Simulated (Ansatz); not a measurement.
System: cubic perovskite KTaO3. Method: BLYP (Ansatz, a quantum-chemistry and plane-wave program, PAW).

Settings: plane-wave cutoff 520 eV, 8×8×8 k mesh, Fermi–Dirac smearing 0.01 eV, scalar-relativistic PAW data made under PBE.

The cell has the measured lattice: a = b = c = 3.989 Å, α = β = γ = 90.00°.

### Question
What does this level give for the band gap and smallest direct gap on the k points sampled?

### Answer

* **band gap**: 2.27 eV
* **smallest direct gap on the k points sampled**: 2.87 eV

Measured, for comparison: band gap 3.64 eV (temperature not stated, not corrected to a static lattice, indirect; as tabulated in Himmetoglu and Janotti (2016), arXiv:1601.06205).

Note: cell and atoms aren't relaxed at this level (pressure 10.2 GPa).

Spin–orbit coupling is not included.
